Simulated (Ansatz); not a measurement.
**CH5Al (quintet): wave-function methods side by side, cc-pVDZ**

An exercise on one series of results from a longer session: the logs are not shown, and one member is left open.

Program: Ansatz 0.2.0, Gaussian basis. Level of theory: cc-pVDZ, core rule «outside noble gas», up to 6 orbitals frozen. These are calculated values, not measurements.

To be run: UHF; CCSD(T) on ROHF; CCSD(T) on UHF; BCCD(T) on ROHF; CISD as a restricted active space (open shells left free, so some higher excitations enter); CCSDT(Q) on ROHF; CCSDT(Q) on UHF.

23 further runs of the same task are left out: 10 that didn't finish, 13 set aside as unsound or not needed. Runs told in other sessions of the task aren't counted.

### What is computed

The geometry is a PBE0/def2-TZVP stationary point (not a proven minimum) of the parent state, kept for this charge and spin.

7 atoms, charge 0, spin multiplicity 5.

Atoms are counted from 1 here; the program's logs count them from 0.

Bond lengths: Al1–C2 2.244 Å, Al1–H3 1.654 Å, Al1–H4 1.602 Å, C2–H5 1.093 Å, C2–H6 1.083 Å, C2–H7 1.083 Å. Angles: C2–Al1–H3 69.3°, C2–Al1–H4 106.1°, H3–Al1–H4 115.8°, Al1–C2–H5 87.2°, Al1–C2–H6 108.7°, Al1–C2–H7 110.0°, H5–C2–H6 115.7°, H5–C2–H7 115.2°, H6–C2–H7 116.0°.

Geometry (Å):

```
Al   -0.0756    0.0440    0.7806
C     0.0338   -0.0741   -1.4575
H     0.7854    1.3182    0.1705
H     0.7928   -1.1841    1.3321
H    -0.4616   -1.0447   -1.3779
H    -0.5650    0.7250   -1.8764
H     1.0678   -0.1093   -1.7772
```

The first run:

in.yaml

```yaml
crystal:
  periodic: [false, false, false]
  atoms:
    - {symbol: Al, position_ang: [-0.075561, 0.043982, 0.780641]}
    - {symbol: C, position_ang: [0.033843, -0.074052, -1.457524]}
    - {symbol: H, position_ang: [0.785360, 1.318208, 0.170521]}
    - {symbol: H, position_ang: [0.792780, -1.184102, 1.332093]}
    - {symbol: H, position_ang: [-0.461553, -1.044708, -1.377941]}
    - {symbol: H, position_ang: [-0.564953, 0.725006, -1.876418]}
    - {symbol: H, position_ang: [1.067775, -0.109341, -1.777245]}
basis:
  gaussian: {orbitals: cc-pVDZ}
magnetization: {spin_polarized: true, initial_magnetization: 4}
hamiltonian: {xc: hf}
output: {orbitals: {seedname: orbitals}}
```

Launch:

```
> ansatz run in.yaml --threads 1 --pin off --events-out ev --progress --plain --max-ram 2393MiB
```

Among the steps run: UHF; CCSD(T) on ROHF; CCSD(T) on UHF; BCCD(T) on ROHF; CISD as a restricted active space (open shells left free, so some higher excitations enter); CCSDT(Q) on ROHF; CCSDT(Q) on UHF.

One of the session's tables, all rows but one given; the rest of the session is left out.

| method | from UCCSDT(Q) (kcal/mol) |
| --- | --- |
| ROHF | +153.73 |
| UHF | ? |
| RMP2 | +28.57 |
| UMP2 | +30.25 |
| CISD | +18.95 |
| RCCSD | +5.09 |
| UCCSD | +4.94 |
| RCCSD(T) | +0.99 |
| UCCSD(T) | +1.01 |
| BCCD(T) | +1.01 |
| RCCSDT | +0.23 |
| UCCSDT | +0.21 |
| RCCSDT(Q) | +0.02 |
| UCCSDT(Q) | 0 |

**Question.** Estimate the row for UHF.

The run gave: from UCCSDT(Q) (kcal/mol): +145.34. In the column «from UCCSDT(Q) (kcal/mol)» it lies between UMP2 (+30.25) and ROHF (+153.73).

The ROHF row is the lowest such solution found; the determinant under the restricted MP2 and coupled-cluster rows lies 0.10 eV higher.

To keep in mind: The report flags that the cluster equations may have other roots. The program flags RCCSD(T), BCCD(T), RCCSDT(Q) as in doubt, so those rows may rest on another solution. Restricted and unrestricted rows rest on different reference determinants; a gap between their highest levels can come from leftover correlation error, from unlike frozen cores or from another state.
